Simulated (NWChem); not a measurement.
# C3H6F2 (1,3-difluoropropane): name the method

C3H6F2 has 11 atoms, charge 0, and is taken as a singlet. As SMILES, `FCCCF`. Geometry: relaxed at PBE0-D4/def2-TZVP. This is one conformer, not always the lowest.

```xyz
11

F    -1.9644    1.4327   -0.1071
C    -0.7153    1.0007    0.3006
C    -0.3750   -0.2988   -0.3878
C     0.9675   -0.8382    0.0347
F     1.9756    0.0402   -0.3312
H    -0.7445    0.8753    1.3886
H     0.0080    1.7818    0.0541
H    -0.3882   -0.1543   -1.4716
H    -1.1381   -1.0462   -0.1471
H     1.0262   -0.9681    1.1208
H     1.1734   -1.7980   -0.4459
```

A calculation with NWChem 7.3.0 gave:

The total energy is -317.5910 Eh and the dipole moment is 1.76 D. The HOMO energy is -8.65 eV, the LUMO energy is 2.31 eV and the HOMO–LUMO gap is 10.96 eV. The largest force is 0.373 eV/Å.

Q: Which of these levels gave the numbers?
A. HF/3-21G
B. HF/STO-3G
C. B3LYP/6-31G* (spherical functions)
D. B3LYP/6-31G* (Cartesian functions)

A: C. The others give -317.5953 Eh (B3LYP/6-31G* (Cartesian functions)), -314.2426 Eh (HF/3-21G), -311.7768 Eh (HF/STO-3G).
